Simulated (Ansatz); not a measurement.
# H5N2: the cost of one run

Method: UKS BLYP-D4/def2-SVP, in Ansatz 0.2.0.

### Step 1. The starting structure

Bond lengths: N2–H4 1.018 Å, N2–H5 1.017 Å, N3–H6 1.016 Å, N3–H7 1.015 Å. Angles: H4–N2–H5 107.0°, H6–N3–H7 107.0°.

Structure file:

```xyz
7

H    -0.0802    0.1034   -0.0066
N     0.1790    0.4058   -1.2838
N    -0.3459   -0.3072    1.2391
H    -0.6499    0.0359   -1.7451
H     0.9509   -0.2114   -1.5217
H    -0.6116    0.5545    1.7071
H     0.5577   -0.5810    1.6111
```

### Step 2. Pulling towards end A

Springs on the bonds that form and break draw the guess towards this end; the thresholds are loose.

The input, input.yaml:

```yaml
crystal:
  periodic: [false, false, false]
  atoms:
    - { symbol: H, position_ang: [-0.0802, 0.1034, -0.0066] }
    - { symbol: "N", position_ang: [0.179, 0.4058, -1.2838] }
    - { symbol: "N", position_ang: [-0.3459, -0.3072, 1.2391] }
    - { symbol: H, position_ang: [-0.6499, 0.0359, -1.7451] }
    - { symbol: H, position_ang: [0.9509, -0.2114, -1.5217] }
    - { symbol: H, position_ang: [-0.6116, 0.5545, 1.7071] }
    - { symbol: H, position_ang: [0.5577, -0.581, 1.6111] }
magnetization:
  spin_polarized: true
  initial_magnetization: 1
basis:
  gaussian: { orbitals: def2-SVP }
hamiltonian:
  xc: blyp
  dispersion: d4
relax:
  f_tol: 0.15
  max_steps: 25
  restrain:
    - { distance: [0, 2], at: 2.32, k: 30.0 }
    - { distance: [1, 0], at: 1.02, k: 30.0 }
output:
  orbitals: {}
```

Command:

```sh
$ ansatz run input.yaml --threads 1 --pin off --max-ram 2048MiB --backend cpu --events-out ev --progress --plain --runs-dir out
```

Q: Estimate wall time and peak memory on 1 thread of an x86-64 CPU, shared host.

About 28 s, with a peak of 0.13 GiB.
